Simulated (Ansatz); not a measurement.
A calculation on bcc W returned lattice constant a 3.220 Å, bulk modulus 274 GPa.

For reference: lattice constant a 3.16 Å (measured, static lattice: zero-point anharmonic expansion removed; as tabulated in Mejia-Rodriguez and Trickey (2018), arXiv:1807.09216); bulk modulus 312 GPa (measured, zero-point energy and finite temperature contributions removed, our sources range from 300 to 328; as tabulated in doi:10.1021/acs.jctc.3c00612).

**Question.** Which level of theory produced these numbers?
(A) B3LYP (VWN-RPA form) (Ansatz, a first-principles code)
(B) LDA (Ansatz)
(C) BLYP (Ansatz)
(D) r²SCAN+SOC (Ansatz)

**Answer.** C, BLYP (Ansatz)

The others give: LDA 3.135 Å, 335 GPa; r²SCAN+SOC 3.170 Å, 319 GPa; B3LYP (VWN-RPA form) 3.196 Å, 308 GPa.

Unless a cell is named, each level is at its own relaxed cell (B3LYP (VWN-RPA form) 16.32, BLYP 16.69, LDA 15.41, r²SCAN+SOC 15.92 Å³/atom).

Ansatz's density-functional and Hartree–Fock values are scalar-relativistic unless marked +SOC, with PAW data made under PBE.
